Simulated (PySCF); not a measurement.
Computed properties of fluoroethene (C₂H₃F), SMILES C=CF

fluoroethene (C₂H₃F), SMILES FC=C. The structure is a stationary point at B3LYP-D3(BJ)/def2-TZVP. Other conformers were not sampled. All values are computed for the isolated molecule unless a solvent is named; none is compared with measurement here.

**Structure.** The optimised structure has Cs symmetry. All 12 harmonic modes at B3LYP-D3(BJ)/def2-TZVP (PySCF) are real, so it is a minimum. With heavy atoms numbered as in [CH2:1]=[CH:2][F:3], the shortest bond between them is C1–C2 at 1.317 Å and the longest C2–F3 at 1.347 Å.

**Vibrations.** The strongest infrared lines (harmonic, unscaled, degenerate partners summed) lie at 1712 cm⁻¹ (107 km/mol, C 85 %, H 14 %), 1169 cm⁻¹ (102 km/mol, C 52 %, H 28 %, F 20 %), 894 cm⁻¹ (51 km/mol, H 70 %, C 30 %). The softest mode is at 489 cm⁻¹ and the zero-point energy is 27.6 kcal/mol.

**Electronic structure.** r2SCAN/def2-TZVPD (PySCF) places the frontier levels at -6.78 and -0.63 eV, a gap of 6.15 eV, and gives a dipole moment of 1.33 D and a mean polarisability of 28.0 bohr³. PBE/def2-TZVPD (PySCF) at the same geometry gives -6.56 and -0.92 eV, so its gap is 0.51 eV narrower. An orbital gap is neither the optical nor the fundamental gap.

**Excitations.** TDA-B3LYP/def2-SVPD (PySCF) has S1 at 7.25 eV (171 nm, f = 0.043, weak); the most intense of the 10 singlets computed lies at 8.19 eV (f = 0.44). T1 (TDA) is at 4.56 eV, 2.69 eV under S1. TDA-PBE/def2-SVPD (PySCF) puts S1 at 7.03 eV. No vertical singlet excitation falls in the visible range (under 3.1 eV).

**NMR.** GIAO shifts at KT2/pcSseg-2 (PySCF) (non-relativistic, atoms alike by connectivity averaged): ¹³C from 92.7 to 161.7 ppm against TMS; ¹H from 4.6 to 7.0 ppm against TMS; ¹⁹F at -139.3 ppm against CFCl3.

**Solvation.** SMD-B3LYP/6-31G* (PySCF) gives 1.0 kcal/mol in water, -1.1 kcal/mol in methanol, -1.8 kcal/mol in dichloromethane (1 M in both phases, gas-phase geometry); of these solvents dichloromethane holds the molecule best.
